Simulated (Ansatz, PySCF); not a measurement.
System: BF₃, charge 0, singlet. BF3 (SMILES FB(F)F).
B3LYP-D3(BJ)/def2-TZVP minimum from Ansatz (an electronic-structure program):
```xyz
4

B      0.0000     0.0000     0.0000
F      0.0168     1.3152     0.0316
F      1.1308    -0.6724    -0.0050
F     -1.1476    -0.6428    -0.0266
```

Total energies in hartree (Ansatz). UHF or UKS for unpaired electrons; spin-orbit terms are left out. Correlated methods leave the cores frozen. No relativity. For partners of very few electrons the exact lower level stands in for a higher one.

```csv
species,HF/cc-pVTZ,CCSD(T)/cc-pVTZ,HF/cc-pVQZ,CCSD(T)/cc-pVQZ,CCSD(T)/cc-pVDZ,CCSDT(Q)/cc-pVDZ
1: BF3 (SMILES B(F)(F)F),-323.32533,-324.19094,-323.35202,-324.29334,-323.85540,-323.85716
2: B (doublet),-24.53207,-24.59810,-24.53297,-24.60084,-24.58941,-24.58977
3: F (doublet),-99.40552,-99.62036,-99.41377,-99.65026,-99.52757,-99.52776
```

**Question.** Work out the enthalpy of formation at 298 K (by atomisation, with ideal-gas terms from PySCF's Hessian at B3LYP-D3(BJ)/def2-TZVP and the atoms' measured values of the G2/97 table; no spin-orbit terms) in kJ/mol: take Hartree-Fock from cc-pVQZ, extrapolate the CCSD(T) correlation energy as X^-3 (X = 3, 4), and add CCSDT(Q) - CCSD(T) in cc-pVDZ. The further terms named in the bracket sum to +0.31671 hartree. 1 hartree = 2625.5 kJ/mol.

**Answer.** 
Species 1: correlation (64·(-0.94132) - 27·(-0.86561))/37 = -0.99657; step -0.00176; E1 = -323.35202 + (-0.99657) + (-0.00176) = -324.35035
Species 2: correlation (64·(-0.06787) - 27·(-0.06603))/37 = -0.06921; step -0.00036; E2 = -24.53297 + (-0.06921) + (-0.00036) = -24.60254
Species 3: correlation (64·(-0.23649) - 27·(-0.21484))/37 = -0.25229; step -0.00019; E3 = -99.41377 + (-0.25229) + (-0.00019) = -99.66625
+1·E1 -1·E2 -3·E3 +0.31671 = -0.43235 hartree = -1135.1 kJ/mol. Measured: -271.4 kcal/mol, -1135.5 kJ/mol (G2/97 table in ASE (Curtiss et al.)); atomic spin-orbit terms, which the calculations lack, would raise the computed values. The composite differs from it by +0.4 kJ/mol; core, relativistic and spin-orbit terms are not in it.
